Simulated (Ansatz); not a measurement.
# Ge: computed DOS

```cif
data_structure
_symmetry_space_group_name_H-M 'P 1'
_symmetry_Int_Tables_number 1
_cell_length_a 4.0739
_cell_length_b 4.0739
_cell_length_c 4.0739
_cell_angle_alpha 60.000
_cell_angle_beta 60.000
_cell_angle_gamma 60.000
_cell_volume 47.81
loop_
_atom_site_label
_atom_site_type_symbol
_atom_site_fract_x
_atom_site_fract_y
_atom_site_fract_z
_atom_site_occupancy
Ge1 Ge 0.00000 0.00000 0.00000 1
Ge2 Ge 0.25000 0.25000 0.25000 1
```

The runs use the primitive cell with vectors (0.000, 2.881, 2.881), (2.881, 0.000, 2.881), (2.881, 2.881, 0.000) Å, to which the k mesh refers.

The structure comes from a relaxation in the same program, started in the diamond type, and has space group Fd-3m. Whether it is a known phase or the ground state wasn't checked.

All numbers below come from DFT, PBE, all-electron LAPW, scalar-relativistic (Ansatz 0.2.0).

Numerical set-up: a Γ-centred 11×11×11 k mesh, Fermi–Dirac smearing of 0.05 eV, basis error target 0.25 meV/atom, no spin polarisation.

States per eV and cell, averaged over 0.6 eV, from -12.4 to 1.8 eV, with energies (bin centres) from the Fermi level; empty bins are left out. 

```csv
E (eV),total
-12.2,0.12
-11.6,0.37
-11.0,0.57
-10.4,0.91
-9.8,0.81
-9.2,0.54
-8.6,0.06
-8.0,0.52
-7.4,0.96
-6.8,0.61
-6.2,0.39
-5.6,0.27
-5.0,0.19
-4.4,0.14
-3.8,1.15
-3.2,1.20
-2.6,1.54
-2.0,1.37
-1.4,1.09
-0.8,0.43
-0.2,0.10
0.4,0.07
1.0,0.61
1.6,1.69
```
